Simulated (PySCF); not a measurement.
Phosphorus: a sound run and one with changed settings

Sound run: P [Ne] 3s2 3p3, P⁺ [Ne] 3s2 3p2. Calculation: PySCF 2.14, in aug-cc-pVDZ-DK (5s4p2d, 27 functions); the spin-free X2C one-electron Hamiltonian (Gaussian nucleus). In the sound run the correlated levels freeze [Ne]. The sound run starts from symmetry-adapted Hartree-Fock orbitals and uses a fine grid where one is needed.

Changed run: initial guess atom, at most 50 SCF cycles.

```
species   method  sound run (hartree)  changed run (hartree)  converged
      P      UHF           -341.52431             -341.52431        yes
      P   M06-2X           -342.06437             -342.06437        yes
      P  CCSD(T)           -341.61094             -341.61094        yes
     P⁺   r2SCAN           -341.66448             -341.66448        yes
     P⁺      MP2           -341.20966             -341.20966        yes
```

Here the plain start reaches the same solutions.
